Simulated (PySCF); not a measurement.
SMILES c1ncccc1 (C5H5N), GFN2-xTB optimised geometry.

```
11

C     -0.69    -1.21     0.00
C     -1.35     0.00     0.00
C     -0.60     1.17     0.00
N      0.72     1.17     0.00
C      1.35     0.01     0.00
C      0.70    -1.21     0.00
H     -1.24    -2.14     0.00
H     -2.43     0.05     0.00
H     -1.07     2.14     0.00
H      2.43     0.06     0.00
H      1.25    -2.14     0.00
```

Density from PBE/def2-TZVP (PySCF 2.14.0) at that geometry.

Minimum of the electron density along straight lines between bonded atoms, close to the bond critical point (lines longer than 1.1 times the sum of covalent radii, or with two minima, are not listed):

```json
[
 {"bond": "C1–C2", "length / Å": "1.386", "ρ at the minimum / e bohr⁻³": "0.318", "∇²ρ there / e bohr⁻⁵": "-0.91", "position (fraction from the first atom)": "0.50"},
 {"bond": "C2–C3", "length / Å": "1.387", "ρ at the minimum / e bohr⁻³": "0.319", "∇²ρ there / e bohr⁻⁵": "-0.92", "position (fraction from the first atom)": "0.50"},
 {"bond": "C3–N4", "length / Å": "1.322", "ρ at the minimum / e bohr⁻³": "0.357", "∇²ρ there / e bohr⁻⁵": "-1.15", "position (fraction from the first atom)": "0.37"},
 {"bond": "N4–C5", "length / Å": "1.322", "ρ at the minimum / e bohr⁻³": "0.357", "∇²ρ there / e bohr⁻⁵": "-1.15", "position (fraction from the first atom)": "0.63"},
 {"bond": "C1–C6", "length / Å": "1.386", "ρ at the minimum / e bohr⁻³": "0.318", "∇²ρ there / e bohr⁻⁵": "-0.91", "position (fraction from the first atom)": "0.50"},
 {"bond": "C5–C6", "length / Å": "1.387", "ρ at the minimum / e bohr⁻³": "0.319", "∇²ρ there / e bohr⁻⁵": "-0.92", "position (fraction from the first atom)": "0.50"},
 {"bond": "C1–H7", "length / Å": "1.081", "ρ at the minimum / e bohr⁻³": "0.286", "∇²ρ there / e bohr⁻⁵": "-1.01", "position (fraction from the first atom)": "0.65"},
 {"bond": "C2–H8", "length / Å": "1.079", "ρ at the minimum / e bohr⁻³": "0.286", "∇²ρ there / e bohr⁻⁵": "-1.00", "position (fraction from the first atom)": "0.65"},
 {"bond": "C3–H9", "length / Å": "1.083", "ρ at the minimum / e bohr⁻³": "0.289", "∇²ρ there / e bohr⁻⁵": "-1.03", "position (fraction from the first atom)": "0.65"},
 {"bond": "C5–H10", "length / Å": "1.083", "ρ at the minimum / e bohr⁻³": "0.289", "∇²ρ there / e bohr⁻⁵": "-1.03", "position (fraction from the first atom)": "0.65"},
 {"bond": "C6–H11", "length / Å": "1.079", "ρ at the minimum / e bohr⁻³": "0.286", "∇²ρ there / e bohr⁻⁵": "-1.00", "position (fraction from the first atom)": "0.65"}
]
```
